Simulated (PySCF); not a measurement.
Work out the structure from these simulated measurements.

Formula: C2H3NO2.

| Item | Value |
| --- | --- |
| XPS | C1s 294.8 (×2), N1s 407.2, O1s 538.2 (×2) eV [ΔSCF SCAN, pcX-2 on the ionised atom, pcseg-1 elsewhere, spin-free X2C] |
| Valence photoelectron | vertical ionisation energy: 10.26 eV [ΔSCF wB97X-D/def2-SVPD] |
| Polarisability | 40.2 au [wB97X-D/def2-SVPD] |
| Rotational structure | rotational constants A, B, C: 11.426, 4.434, 3.194 GHz [PBE0-D3(BJ)/def2-SVP] |
| NMR, other nuclei | isotropic shieldings of nuclei other than C and H, by class: 64 (1 N), -148 (2 O) ppm [GIAO KT2/pcSseg-2] |
| UV, strongest line | among the 10 lowest singlet transitions: S3 at 6.75 eV (184 nm, f = 0.222) [TDDFT wB97X-D/def2-SVPD] |
| Couplings | largest of the computed one-bond spin–spin couplings (means over like bonds): 13C–1H +206.0 (×2), 15N–1H -90.3, 17O–13C +26.2 (×2), 15N–13C -10.3 (×2) Hz [B3LYP/pcJ-1] |
| Triplet | lowest triplet excitation (Tamm–Dancoff): 4.04 eV [TDA wB97X-D/def2-SVPD] |
| 13C NMR | chemical shifts (computed TMS as zero) by class: 149.3 (2 C) ppm [GIAO KT2/pcSseg-2] |

The electronic properties come from PySCF, for the isolated species, density fitting. Levels stand in brackets. Isolated species at its PBE0-D3(BJ)/def2-SVP geometry (one conformer only). Each NMR value is the plain mean over a class of atoms that symmetry, rotation or inversion makes alike.

Question: Give a SMILES that accounts for the data.

Answer: Numbering: `[O:1]=[CH:2][NH:3][CH:4]=[O:5]`. Its formula, C2H3NO2, gives 2 degrees of unsaturation: 0 rings and 2 π bonds in the structure found. 2 carbons fall into 1 class: amide carbonyl carbon [C2/C4] (149.3 ppm, 2 C). The other shieldings belong to: 64 ppm, amide nitrogen [N3]; -148 ppm, amide oxygen [O1/O5]. The couplings run between: +206.0 Hz, amide carbonyl carbon [C2] and its hydrogen (with 1 like pair); -90.3 Hz, amide nitrogen [N3] and its hydrogen; +26.2 Hz, amide oxygen [O1] and amide carbonyl carbon [C2] (with 1 like pair); -10.3 Hz, amide nitrogen [N3] and amide carbonyl carbon [C2] (with 1 like pair). The core levels belong to: C1s 294.8 eV, amide carbonyl carbon [C2/C4]; N1s 407.2 eV, amide nitrogen [N3]; O1s 538.2 eV, amide oxygen [O1/O5]. The first electron is taken from the HOMO, whose largest Löwdin shares are 0.34 on each of 2 atoms of one kind (amide oxygen) and 0.07 on each of 2 atoms of one kind (amide carbonyl carbon). The optimised geometry has point group C2v and is an asymmetric top. Structure: `O=CNC=O` (formimide). The assignments are read from this structure; whether some other isomer fits the data as well wasn't checked.

The values belong to the conformer `[O:1]=[CH:2][NH:3][CH:4]=[O:5]`: O1–C2–N3–C4 -1°, C2–N3–C4–O5 1°.
